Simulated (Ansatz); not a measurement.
```yaml
crystal:
  periodic: [false, false, false]
  atoms:
    - {symbol: Ti, position_ang: [0.000000, 0.000000, 0.000000]}
    - {symbol: O, position_ang: [0.000000, 0.000000, 2.110000]}
basis:
  gaussian: {orbitals: def2-TZVP}
total_charge: 1
magnetization: {spin_polarized: true, initial_magnetization: 1}
hamiltonian: {xc: pbe0}
relax: {f_tol: 0.004, max_steps: 80}
```

```sh
$ ansatz run in.yaml --threads 1 --pin off --events-out ev --progress --plain --max-ram 2176MiB
```

Steps of the relaxation (energy above the last step; positions in Å, forces in eV/Å):

```
2
step 1, 3111.4 meV
Ti    0.000    0.000    0.000    0.000    0.000    4.848
O     0.000    0.000    2.110    0.000    0.000   -4.848
```

```
2
step 2, 709.9 meV
Ti    0.000    0.000    0.186    0.000    0.000    6.685
O     0.000    0.000    1.924    0.000    0.000   -6.685
```

```
2
step 3, 1827.7 meV
Ti    0.000    0.000    0.381    0.000    0.000  -20.363
O     0.000    0.000    1.729    0.000    0.000   20.363
```

```
2
step 5, 0.1 meV
Ti    0.000    0.000    0.275    0.000    0.000    0.101
O     0.000    0.000    1.835    0.000    0.000   -0.101
```

```
2
step 6, 0.0 meV
Ti    0.000    0.000    0.276    0.000    0.000    0.001
O     0.000    0.000    1.834    0.000    0.000   -0.001
```

Close pairs at the end: Ti1–O2 1.558 Å.

A stationary point of unrestricted PBE0 after 6 steps, with ⟨S²⟩ = 0.761 against 0.75 for a pure state. 88 s on 1 thread of AMD EPYC 7R43, shared host.
